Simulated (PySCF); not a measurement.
# [B2H5]− (SMILES B[BH3-]): CCSD(T)/6-31G

Aim: the vertical singlet–triplet gap of [B2H5]− at CCSD(T)/6-31G, from 2 runs. The job is set up through a Python script.

Program for the calculation: PySCF 2.14.0.

## 1. The molecule

The species is [B2H5]− (7 atoms), meant as a singlet with charge -1. As SMILES, `B[BH3-]`. Geometry: relaxed at GFN2-xTB.

Bond lengths: B1–B2 1.680 Å, B1–H3 1.204 Å, B1–H4 1.203 Å, B2–H5 1.241 Å, B2–H6 1.241 Å, B2–H7 1.240 Å. Angles: B1–B2–H5 110.6°, B1–B2–H6 110.4°, B1–B2–H7 115.9°, B2–B1–H3 126.5°, B2–B1–H4 123.5°, H5–B2–H6 105.3°, H5–B2–H7 107.0°, H6–B2–H7 107.0°, H3–B1–H4 110.0°.

## 2. The energy at CCSD(T)/6-31G

input.py reads:

```python
from pyscf import gto, cc

molecule = gto.M(
    atom='''
B      0.396861    -1.537481     0.896392
B     -0.226597     1.159385    -0.660233
H      2.385118    -2.132216     1.831126
H     -1.145779    -3.171395     1.242457
H     -1.004446     0.702166    -2.825254
H     -1.969473     2.324552     0.392043
H      1.564334     2.654990    -0.876531
''',
    max_memory=1860,
    basis='6-31g',
    spin=0,
    charge=-1,
    unit='bohr',
    verbose=4,
)

calc0 = molecule.RHF()
calc0.conv_tol = 1e-10
calc0.kernel()
if not calc0.converged:
    calc0 = calc0.newton().run(calc0.mo_coeff, calc0.mo_occ)

mycc = cc.CCSD(calc0, frozen=2)
mycc.kernel()
e_t = mycc.ccsd_t()
energy = mycc.e_tot + e_t
print('Final energy', energy)
```

Launch:

```
$ OMP_NUM_THREADS=1 python input.py
```

Output:

```text
PySCF version 2.14.0

[INPUT] num. atoms = 7
[INPUT] num. electrons = 16
[INPUT] charge = -1
[INPUT] spin (= nelec alpha-beta = 2S) = 0
[INPUT] symmetry False subgroup None
[INPUT] Mole.unit = bohr
[INPUT] Symbol           X                Y                Z      unit          X                Y                Z       unit  Magmom
[INPUT]  1 B      0.210009797103  -0.813599907422   0.474350218451 AA    0.396861000000  -1.537481000000   0.896392000000 Bohr   0.0
[INPUT]  2 B     -0.119909968463   0.613520120682  -0.349380257497 AA   -0.226597000000   1.159385000000  -0.660233000000 Bohr   0.0
[INPUT]  3 H      1.262150090955  -1.128320115959   0.968990149523 AA    2.385118000000  -2.132216000000   1.831126000000 Bohr   0.0
[INPUT]  4 H     -0.606320135551  -1.678229960826   0.657479929948 AA   -1.145779000000  -3.171395000000   1.242457000000 Bohr   0.0
[INPUT]  5 H     -0.531529932800   0.371570245483  -1.495060031861 AA   -1.004446000000   0.702166000000  -2.825254000000 Bohr   0.0
[INPUT]  6 H     -1.042200229122   1.230099943999   0.207460221301 AA   -1.969473000000   2.324552000000   0.392043000000 Bohr   0.0
[INPUT]  7 H      0.827809903067   1.404960203220  -0.463840229865 AA    1.564334000000   2.654990000000  -0.876531000000 Bohr   0.0

nuclear repulsion = 26.045677685976
number of shells = 20
number of NR pGTOs = 64
number of NR cGTOs = 28
basis = 6-31g
ecp = {}

******** <class 'pyscf.scf.hf.RHF'> ********
method = RHF
initial guess = minao
damping factor = 0
level_shift factor = 0
DIIS = <class 'pyscf.scf.diis.CDIIS'>
diis_start_cycle = 1
diis_space = 8
diis_damp = 0
SCF conv_tol = 1e-10
SCF conv_tol_grad = None
SCF max_cycles = 50
direct_scf = True
direct_scf_tol = 1e-13
Set gradient conv threshold to 1e-05
Initial guess from minao.
init E= -51.9901552355341
  HOMO = -0.267628015886847  LUMO = 0.00107801598964019  gap/eV = 7.31186
cycle= 1 E= -52.151355238032  delta_E= -0.161  |g|= 0.279  |ddm|= 1.84
  HOMO = -0.109160506640837  LUMO = 0.32417683766789  gap/eV = 11.79171
cycle= 2 E= -52.1829113834232  delta_E= -0.0316  |g|= 0.0751  |ddm|= 0.526
  HOMO = -0.156676226519253  LUMO = 0.311757120277877  gap/eV = 12.74672
cycle= 3 E= -52.1854459405262  delta_E= -0.00253  |g|= 0.0212  |ddm|= 0.113
  HOMO = -0.154205467804633  LUMO = 0.313955603513955  gap/eV = 12.73931
cycle= 4 E= -52.1857105285311  delta_E= -0.000265  |g|= 0.00243  |ddm|= 0.052
  HOMO = -0.154405058365852  LUMO = 0.313813727356631  gap/eV = 12.74088
cycle= 5 E= -52.1857165446085  delta_E= -6.02e-06  |g|= 0.000478  |ddm|= 0.00957
  HOMO = -0.15436399565148  LUMO = 0.313974382729528  gap/eV = 12.74414
cycle= 6 E= -52.1857168174316  delta_E= -2.73e-07  |g|= 0.000104  |ddm|= 0.00227
  HOMO = -0.154395725071632  LUMO = 0.313938347003803  gap/eV = 12.74402
cycle= 7 E= -52.1857168271147  delta_E= -9.68e-09  |g|= 2.12e-05  |ddm|= 0.0004
  HOMO = -0.154390266413645  LUMO = 0.313942392197178  gap/eV = 12.74398
cycle= 8 E= -52.1857168276004  delta_E= -4.86e-10  |g|= 4.51e-06  |ddm|= 8.88e-05
  HOMO = -0.154390852719466  LUMO = 0.313942272820023  gap/eV = 12.74399
cycle= 9 E= -52.1857168276209  delta_E= -2.05e-11  |g|= 4.55e-07  |ddm|= 2.38e-05
  HOMO = -0.154390763240723  LUMO = 0.313942231413096  gap/eV = 12.74399
Extra cycle  E= -52.1857168276211  delta_E= -1.42e-13  |g|= 1.7e-07  |ddm|= 1.75e-06
converged SCF energy = -52.1857168276211

******** <class 'pyscf.cc.ccsd.CCSD'> ********
CC2 = 0
CCSD nocc = 6, nmo = 26
frozen orbitals 2
max_cycle = 50
direct = 0
conv_tol = 1e-07
conv_tol_normt = 1e-05
diis_space = 6
diis_start_cycle = 0
diis_start_energy_diff = 1e+09
Init t2, MP2 energy = -52.3116126541238  E_corr(MP2) -0.125895826502778
Init E_corr(CCSD) = -0.125895826502798
cycle = 1  E_corr(CCSD) = -0.148032964030541  dE = -0.0221371375  norm(t1,t2) = 0.0438738
cycle = 2  E_corr(CCSD) = -0.154032709409294  dE = -0.00599974538  norm(t1,t2) = 0.0163993
cycle = 3  E_corr(CCSD) = -0.15722151291956  dE = -0.00318880351  norm(t1,t2) = 0.00796669
cycle = 4  E_corr(CCSD) = -0.157323720977402  dE = -0.000102208058  norm(t1,t2) = 0.00217376
cycle = 5  E_corr(CCSD) = -0.157218618131595  dE = 0.000105102846  norm(t1,t2) = 0.00104635
cycle = 6  E_corr(CCSD) = -0.157229379917643  dE = -1.0761786e-05  norm(t1,t2) = 0.000253043
cycle = 7  E_corr(CCSD) = -0.157227964108849  dE = 1.41580879e-06  norm(t1,t2) = 5.0767e-05
cycle = 8  E_corr(CCSD) = -0.157228059126467  dE = -9.50176177e-08  norm(t1,t2) = 1.6559e-05
cycle = 9  E_corr(CCSD) = -0.157227790471893  dE = 2.68654574e-07  norm(t1,t2) = 4.86081e-06
cycle = 10  E_corr(CCSD) = -0.157227669364004  dE = 1.21107889e-07  norm(t1,t2) = 1.61973e-06
cycle = 11  E_corr(CCSD) = -0.15722760993039  dE = 5.94336145e-08  norm(t1,t2) = 5.33492e-07
CCSD converged
E(CCSD) = -52.34294443755144  E_corr = -0.1572276099303898
CCSD(T) correction = -0.0034214376265339
Final energy -52.34636587517797
```

It took 1 s on 1 thread of Arm Neoverse V1, shared host; peak memory 0.12 GiB.

## 3. The triplet at the same level

mol.xyz reads:

```xyz
7

B      0.210010    -0.813600     0.474350
B     -0.119910     0.613520    -0.349380
H      1.262150    -1.128320     0.968990
H     -0.606320    -1.678230     0.657480
H     -0.531530     0.371570    -1.495060
H     -1.042200     1.230100     0.207460
H      0.827810     1.404960    -0.463840
```

run.py reads:

```python
from pyscf import gto, scf, cc

mol = gto.M(
    atom='mol.xyz',
    verbose=4,
    max_memory=1860,
    charge=-1,
    spin=2,
    basis='6-31g',
)

hf = scf.UHF(mol)
hf.conv_tol = 1e-10
hf.kernel()
if not hf.converged:
    hf = hf.newton().run(hf.mo_coeff, hf.mo_occ)

mycc = cc.CCSD(hf, frozen=2)
mycc.kernel()
e_t = mycc.ccsd_t()
e_tot = mycc.e_tot + e_t
print('E = %.10f Eh' % e_tot)
```

Launch:

```
$ OMP_NUM_THREADS=1 python run.py
```

Output:

```text
PySCF version 2.14.0

[INPUT] num. atoms = 7
[INPUT] num. electrons = 16
[INPUT] charge = -1
[INPUT] spin (= nelec alpha-beta = 2S) = 2
[INPUT] symmetry False subgroup None
[INPUT] Mole.unit = angstrom
[INPUT] Symbol           X                Y                Z      unit          X                Y                Z       unit  Magmom
[INPUT]  1 B      0.210010000000  -0.813600000000   0.474350000000 AA    0.396861383420  -1.537481174946   0.896391587187 Bohr   0.0
[INPUT]  2 B     -0.119910000000   0.613520000000  -0.349380000000 AA   -0.226597059597   1.159384771943  -0.660232513401 Bohr   0.0
[INPUT]  3 H      1.262150000000  -1.128320000000   0.968990000000 AA    2.385117828120  -2.132215780869   1.831125717442 Bohr   0.0
[INPUT]  4 H     -0.606320000000  -1.678230000000   0.657480000000 AA   -1.145778743846  -3.171395074029   1.242457132379 Bohr   0.0
[INPUT]  5 H     -0.531530000000   0.371570000000  -1.495060000000 AA   -1.004446126990   0.702165536105  -2.825253939792 Bohr   0.0
[INPUT]  6 H     -1.042200000000   1.230100000000   0.207460000000 AA   -1.969472567022   2.324552105827   0.392042581802 Bohr   0.0
[INPUT]  7 H      0.827810000000   1.404960000000  -0.463840000000 AA    1.564334183176   2.654989615969  -0.876530565618 Bohr   0.0

nuclear repulsion = 26.0456796618339
number of shells = 20
number of NR pGTOs = 64
number of NR cGTOs = 28
basis = 6-31g
ecp = {}

******** <class 'pyscf.scf.uhf.UHF'> ********
method = UHF
initial guess = minao
damping factor = 0
level_shift factor = 0
DIIS = <class 'pyscf.scf.diis.CDIIS'>
diis_start_cycle = 1
diis_space = 8
diis_damp = 0
SCF conv_tol = 1e-10
SCF conv_tol_grad = None
SCF max_cycles = 50
direct_scf = True
direct_scf_tol = 1e-13
number electrons alpha = 9  beta = 7
Set gradient conv threshold to 1e-05
init E= -51.9901555494407
[... the frontier-level lines of each cycle are left out ...]


cycle= 1 E= -52.0327873515909  delta_E= -0.0426  |g|= 0.162  |ddm|= 1.45
cycle= 2 E= -52.0661159081033  delta_E= -0.0333  |g|= 0.0613  |ddm|= 0.279
cycle= 3 E= -52.072473147362  delta_E= -0.00636  |g|= 0.0257  |ddm|= 0.125
cycle= 4 E= -52.073876261997  delta_E= -0.0014  |g|= 0.0127  |ddm|= 0.0517
cycle= 5 E= -52.0743568033281  delta_E= -0.000481  |g|= 0.00431  |ddm|= 0.0505
cycle= 6 E= -52.0744154816374  delta_E= -5.87e-05  |g|= 0.00149  |ddm|= 0.0223
cycle= 7 E= -52.074423070489  delta_E= -7.59e-06  |g|= 0.000665  |ddm|= 0.00701
cycle= 8 E= -52.0744250071428  delta_E= -1.94e-06  |g|= 0.000343  |ddm|= 0.00305
cycle= 9 E= -52.0744256928678  delta_E= -6.86e-07  |g|= 0.000159  |ddm|= 0.00195
cycle= 10 E= -52.0744258485314  delta_E= -1.56e-07  |g|= 4.74e-05  |ddm|= 0.00107
cycle= 11 E= -52.0744258595056  delta_E= -1.1e-08  |g|= 6.85e-06  |ddm|= 0.00031
cycle= 12 E= -52.0744258596447  delta_E= -1.39e-10  |g|= 2.97e-06  |ddm|= 2.34e-05
cycle= 13 E= -52.0744258596751  delta_E= -3.03e-11  |g|= 1.29e-06  |ddm|= 1.06e-05
Extra cycle  E= -52.0744258596788  delta_E= -3.77e-12  |g|= 8.63e-07  |ddm|= 2.64e-06
converged SCF energy = -52.0744258596788  <S^2> = 2.0142594  2S+1 = 3.0094913

******** <class 'pyscf.cc.uccsd.UCCSD'> ********
CC2 = 0
CCSD nocc = (np.int64(7), np.int64(5)), nmo = (26, 26)
frozen orbitals 2
max_cycle = 50
direct = 0
conv_tol = 1e-07
conv_tol_normt = 1e-06
diis_space = 6
diis_start_cycle = 0
diis_start_energy_diff = 1e+09
Init t2, MP2 energy = -0.115805089773168
Init E_corr(UCCSD) = -0.115805089774269
cycle = 1  E_corr(UCCSD) = -0.138687493225329  dE = -0.0228824035  norm(t1,t2) = 0.0610862
cycle = 2  E_corr(UCCSD) = -0.145117086533028  dE = -0.00642959331  norm(t1,t2) = 0.0252637
cycle = 3  E_corr(UCCSD) = -0.149287664676663  dE = -0.00417057814  norm(t1,t2) = 0.0134223
cycle = 4  E_corr(UCCSD) = -0.14916741848158  dE = 0.000120246195  norm(t1,t2) = 0.00398004
cycle = 5  E_corr(UCCSD) = -0.149209726326017  dE = -4.23078444e-05  norm(t1,t2) = 0.00121514
cycle = 6  E_corr(UCCSD) = -0.149213043998018  dE = -3.317672e-06  norm(t1,t2) = 0.000585173
cycle = 7  E_corr(UCCSD) = -0.149212825562374  dE = 2.18435644e-07  norm(t1,t2) = 0.000433647
cycle = 8  E_corr(UCCSD) = -0.149211957041953  dE = 8.68520421e-07  norm(t1,t2) = 0.000251808
cycle = 9  E_corr(UCCSD) = -0.149213410541131  dE = -1.45349918e-06  norm(t1,t2) = 0.000133523
cycle = 10  E_corr(UCCSD) = -0.149212805864708  dE = 6.04676423e-07  norm(t1,t2) = 4.54186e-05
cycle = 11  E_corr(UCCSD) = -0.149213335061361  dE = -5.29196652e-07  norm(t1,t2) = 2.07153e-05
cycle = 12  E_corr(UCCSD) = -0.14921366893982  dE = -3.33878459e-07  norm(t1,t2) = 7.83831e-06
cycle = 13  E_corr(UCCSD) = -0.149213868248386  dE = -1.99308566e-07  norm(t1,t2) = 4.13981e-06
cycle = 14  E_corr(UCCSD) = -0.149213845648252  dE = 2.26001344e-08  norm(t1,t2) = 2.24835e-06
cycle = 15  E_corr(UCCSD) = -0.149213807176005  dE = 3.84722468e-08  norm(t1,t2) = 1.09211e-06
cycle = 16  E_corr(UCCSD) = -0.149213801458393  dE = 5.71761166e-09  norm(t1,t2) = 4.50995e-07
UCCSD converged
E(UCCSD) = -52.22363966113722  E_corr = -0.1492138014583934
UCCSD(T) correction = -0.00282669639686145
E = -52.2264663575 Eh
```

It took 1.5 s on 1 thread of Arm Neoverse V1, shared host; peak memory 0.12 GiB.

## 4. Summary of results

At CCSD(T)/6-31G, 2 core orbitals frozen:

| quantity | value |
| --- | --- |
| singlet: total energy | -52.34637 Eh |
| singlet: HOMO energy (Hartree–Fock orbitals) | -4.20 eV |
| singlet: LUMO energy (Hartree–Fock orbitals) | 8.54 eV |
| singlet: HOMO–LUMO gap (to an unbound level, set by the basis) | 12.74 eV |
| singlet: correlation energy (2 core orbitals frozen) | -160.6 mEh |
| singlet: (T) correction | -3.42 mEh |
| singlet: T1 diagnostic | 0.012 |
| triplet: total energy | -52.22647 Eh |
| triplet: HOMO energy (Hartree–Fock orbitals) (highest over α and β) | -0.81 eV |
| triplet: LUMO energy (Hartree–Fock orbitals) (lowest over α and β) | 6.14 eV |
| triplet: correlation energy (2 core orbitals frozen) | -152.0 mEh |
| triplet: (T) correction | -2.83 mEh |
| triplet: ⟨S²⟩ of the reference determinant | 2.014 |
| triplet: T1 diagnostic | 0.012 |
| vertical energy of the triplet above the singlet | 3.263 eV |

At this shape the triplet lies 3.26 eV (315 kJ/mol) above the singlet. The triples (singlet) make up 2.1 % of the correlation energy. Mulliken charges (triplet) of the mean-field density run from -0.19 on H7 to +0.07 on B2; they depend strongly on the basis. The triples (triplet) make up 1.9 % of the correlation energy.
